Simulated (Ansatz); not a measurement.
Compare A (`OC1=CN1`) with its isomer B (`OC1=NC1`).

Computed with Ansatz on PBE0-D4/def2-TZVP structures; ΔE is electronic, products minus reactants. CCSD(T)/CBS adds triple-zeta CCSD(T) − MP2 to the extrapolated MP2 energy (def2 sets, frozen cores). Functionals use def2-TZVPP. B3LYP here is the variant with VWN-RPA as its local correlation; programs differ in this. Each species was taken in one conformer, which may not be the lowest.

(1) Which is lower in electronic energy at CCSD(T)/CBS, and by how much? (An estimate is asked.)

(2) Give E(B) − E(A) in kcal/mol with CCSD/def2-TZVPP, ωB97M-V, CCSD(T)/def2-SVP, B2PLYP, MP2/def2-TZVPP, BLYP-D4, B3LYP-D4. (Best estimate.)

(3) Does the order hold for the free energy at 298.15 K (harmonic terms from PBE0-D4)? (Best estimate.)

Largest T1 diagnostic: 0.014.

## Answers

(1) The calculation gave: B, by 38.1 kcal/mol.

(2) The calculation gave: CCSD/def2-TZVPP -40.1, ωB97M-V -38.7, CCSD(T)/def2-SVP -42.7, B2PLYP -39.5, MP2/def2-TZVPP -40.4, BLYP-D4 -37.4, B3LYP-D4 -38.5. None reverses the order clearly.

(3) Ansatz gave: Yes: G(B) − G(A) = -36.7 kcal/mol, for one conformer each.

At CCSD(T), def2-SVP lies −4.6 kcal/mol from the extrapolated value and def2-TZVPP −1.5 kcal/mol. From PBE to PBE0 (25 % exact exchange), in def2-TZVPP and without D4, E(B) − E(A) moves by −1.3 kcal/mol.
